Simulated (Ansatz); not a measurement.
# How far each method lies from full CI for [H···H···BH2], doublet

All five atoms lie in one plane.

Geometry: a point of a hydrogen-transfer path between rigid fragments, not a stationary point.

```xyz
5

H    -2.2803    0.0000    0.0000
H    -1.2923    0.0000    0.0000
B     0.2007    0.0000    0.0000
H     0.7098    0.0000    1.0770
H     0.7098    0.0000   -1.0770
```

Basis 6-31G; Ansatz 0.2.0. Only valence electrons are correlated (noble-gas cores frozen), which leaves 7 electrons in 16 orbitals. R marks a restricted (for open shells ROHF) determinant, U an unrestricted one. Active spaces: pair = (3e, 3o) about the gap; valence = (7e, 8o) chosen from the atoms' valence shells.

Full CI is exact within this basis and frozen core; it isn't the basis-set limit. The frozen core follows each run's orbitals, which can shift R against U totals by a few meV.

For open shells CISD and CISDTQ are restricted-active-space CI with the open shells as a complete middle space.

The UHF ⟨S²⟩ is 0.785, the T1 diagnostic (RCCSD) is 0.0236 and the largest doubles amplitude (RCCSD) is 0.071. The T1 diagnostic (UCCSD) is 0.0129.

```csv
level,E − E(RHF) (eV)
UHF,-0.2552
RMP2,-1.8444
UMP2,-1.8461
RCCSD,-2.4492
UCCSD,-2.4519
RCCSD(T),-2.4807
UCCSD(T),-2.4803
```

(1) Estimate how far full CI in 6-31G lies from RCCSD(T). The table doesn't fix it; the size of (T) and the diagnostics are the guide.

(1) Full CI in 6-31G lies 1.1 kJ/mol below RCCSD(T), which is 37 % of the (T) step (-3.0 kJ/mol). The diagnostics give no warning, yet the rest is a sizeable part of (T).

The other levels:

```tsv
level	E − E(full CI) (kJ/mol)	share of correlation (%)	wall time
CISD	11.5	95.22	0.57 s
BCCD(T)	1.1	99.52	0.75 s
RCCSDT	0.1	99.96	–
UCCSDT	0.1	99.96	–
CISDTQ	0.2	99.93	1.9 s
RCCSDT(Q)	0.0	99.99	3.2 s
UCCSDT(Q)	0.0	99.99	2.9 s
RCCSDTQ	0.0	100.00	16 s
UCCSDTQ	0.0	100.00	17 s
CASSCF (pair space)	170.6	29.04	–
NEVPT2 (pair space)	43.5	81.91	0.39 s
CASSCF (valence space)	70.8	70.57	–
NEVPT2 (valence space)	18.9	92.16	3.3 s
MRCISD (valence space)	1.5	99.37	–
MRCISD+Q (valence space)	0.5	99.79	4.2 s
MRCISD+Q(relaxed) (valence space)	-0.1	100.06	4.8 s
```

The correlation energy at full CI, counted from RHF, is -2.492 eV. That run took 3.5 s on 1 thread of Arm Neoverse N1, shared host over 272,520 determinants.

Times hold each run's SCF and search for its determinant on a shared host, so for small cases they say little of a method's own cost; they ran on 1 thread of Arm Neoverse N1.

The full-CI state has the irrep A1 of C2v, in the program's axes.

Natural occupations of full CI about the gap: 1.970 1.970 1.958 0.996 0.034 0.021 0.018 0.011 0.006 0.006; effectively unpaired electrons, Σ n²(2−n)², 1.02.
